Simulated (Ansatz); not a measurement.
# H4OSi: the cost of one run

Program: Ansatz 0.2.0. Level of theory: RKS BHLYP/6-31G*. These are calculated values, not measurements.

**1. The starting structure**

Bond lengths: Si1–O2 1.880 Å, O2–H3 1.010 Å, Si1–H4 1.660 Å, Si1–H5 1.459 Å, Si1–H6 1.459 Å. Angles: Si1–O2–H3 77.3°, O2–Si1–H4 45.4°, O2–Si1–H5 122.6°, O2–Si1–H6 122.6°, H4–Si1–H5 121.8°, H4–Si1–H6 121.8°, H5–Si1–H6 109.5°.

As a file:

```xyz
6

Si    0.0000    0.0000    0.0000
O     1.0382    0.0000    1.5673
H     0.1287   -0.2814    1.9044
H     1.6290    0.0000    0.3193
H    -0.6877    1.1914   -0.4862
H    -0.6877   -1.1914   -0.4862
```

**2. A restrained relaxation towards end A**

Springs on the bonds that form and break draw the guess towards this end; the thresholds are loose.

Input file input.yaml:

```yaml
crystal:
  periodic: [false, false, false]
  atoms:
    - { symbol: Si, position_ang: [0.0, 0.0, 0.0] }
    - { symbol: O, position_ang: [1.0382, 0.0, 1.5673] }
    - { symbol: H, position_ang: [0.1287, -0.2814, 1.9044] }
    - { symbol: H, position_ang: [1.629, 0.0, 0.3193] }
    - { symbol: H, position_ang: [-0.6877, 1.1914, -0.4862] }
    - { symbol: H, position_ang: [-0.6877, -1.1914, -0.4862] }
basis:
  gaussian: { orbitals: "6-31G*" }
hamiltonian:
  xc: { name: BHLYP }
relax:
  f_tol: 0.15
  max_steps: 25
  restrain:
    - { distance: [1, 3], at: 2.21, k: 30.0 }
    - { distance: [0, 1], at: 1.68, k: 30.0 }
    - { distance: [0, 3], at: 1.46, k: 30.0 }
output:
  orbitals: {}
```

The run is started by

```
$ ansatz run input.yaml --threads 1 --pin off --max-ram 2048MiB --backend cpu --events-out ev --progress --plain --runs-dir out
```

**Question.** How long does this run take on 1 thread of Arm Neoverse V2, shared host, and how much memory does it need?

About 7.7 s, with a peak of 0.1 GiB.
